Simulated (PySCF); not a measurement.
Species: octatetraene, C8H10.
SMILES with atom numbers: `[CH2:1]=[CH:2]/[CH:3]=[CH:4]/[CH:5]=[CH:6]/[CH:7]=[CH2:8]` (hydrogens: H9, H10 on C1; H11 on C2; H12 on C3; H13 on C4; H14 on C5; H15 on C6; H16 on C7; H17, H18 on C8)

The same species was optimised twice, with GFN2-xTB and with PBE0-D3(BJ)/def2-SVP (PySCF), and the same property calculations (PySCF, gas phase) were run on both structures.

```
     coordinate  GFN2-xTB  PBE0-D3(BJ)/def2-SVP  change
      C1=C2 (Å)     1.333                 1.343  +0.010
      C7=C8 (Å)     1.333                 1.343  +0.010
      C4–C5 (Å)     1.428                 1.438  +0.010
      C6–C7 (Å)     1.436                 1.445  +0.009
      C2–C3 (Å)     1.436                 1.445  +0.009
      C5=C6 (Å)     1.348                 1.355  +0.007
      C3=C4 (Å)     1.348                 1.355  +0.007
   C6–C7–C8 (°)     123.8                 124.4    +0.6
   C1–C2–C3 (°)     123.8                 124.4    +0.6
   C3–C4–C5 (°)     123.9                 124.4    +0.5
   C2–C3–C4 (°)     123.8                 124.2    +0.4
   C5–C6–C7 (°)     123.8                 124.2    +0.4
   C4–C5–C6 (°)     123.9                 124.3    +0.4
C1–C2–C3–C4 (°)       180                   180       0
C3–C4–C5–C6 (°)       180                   180       0
C5–C6–C7–C8 (°)       180                   180       0
```

Rotational constants: A = 19759, B = 579.4, C = 562.9 MHz (GFN2-xTB) against A = 19526, B = 569.8, C = 553.7 MHz (PBE0-D3(BJ)/def2-SVP). Point groups within 0.08 Å: C2h and C2h.

On the GFN2-xTB structure: HOMO (eV) -5.90 [PBE0/pcSseg-1]; LUMO (eV) -1.77 [PBE0/pcSseg-1]; GIAO shielding of C1/C8 (mean) (ppm) 61.5 [PBE0/pcSseg-1]; GIAO shielding of C2/C7 (mean) (ppm) 41.2 [PBE0/pcSseg-1]; GIAO shielding of C3/C6 (mean) (ppm) 43.9 [PBE0/pcSseg-1]; GIAO shielding of C4/C5 (mean) (ppm) 45.2 [PBE0/pcSseg-1].

Question: What do these properties become on the PBE0-D3(BJ)/def2-SVP structure?

Answer: 
```csv
property,level,on GFN2-xTB,on PBE0-D3(BJ)/def2-SVP,change
HOMO (eV),PBE0/pcSseg-1,-5.90,-5.91,-0.01
LUMO (eV),PBE0/pcSseg-1,-1.77,-1.82,-0.05
"energy, GFN2-xTB geometry as zero (kcal/mol)",PBE0/pcSseg-1,0.0,-0.5,-0.5
GIAO shielding of C1/C8 (mean) (ppm),PBE0/pcSseg-1,61.5,58.4,-3.1
GIAO shielding of C2/C7 (mean) (ppm),PBE0/pcSseg-1,41.2,39.0,-2.2
GIAO shielding of C3/C6 (mean) (ppm),PBE0/pcSseg-1,43.9,42.3,-1.6
GIAO shielding of C4/C5 (mean) (ppm),PBE0/pcSseg-1,45.2,43.5,-1.7
```

The heavy atoms differ by 0.023 Å rms after alignment. Among bonds between heavy atoms C1=C2, C2–C3, C4–C5, C6–C7 and C7=C8 change most and about equally (+0.009 to +0.010 Å). Changes are differences of the printed values. Neither structure is proved a minimum here.

Conformer computed: `[CH2:1]=[CH:2]/[CH:3]=[CH:4]/[CH:5]=[CH:6]/[CH:7]=[CH2:8]`: C1–C2–C3–C4 180°, C3–C4–C5–C6 180°, C5–C6–C7–C8 180°.
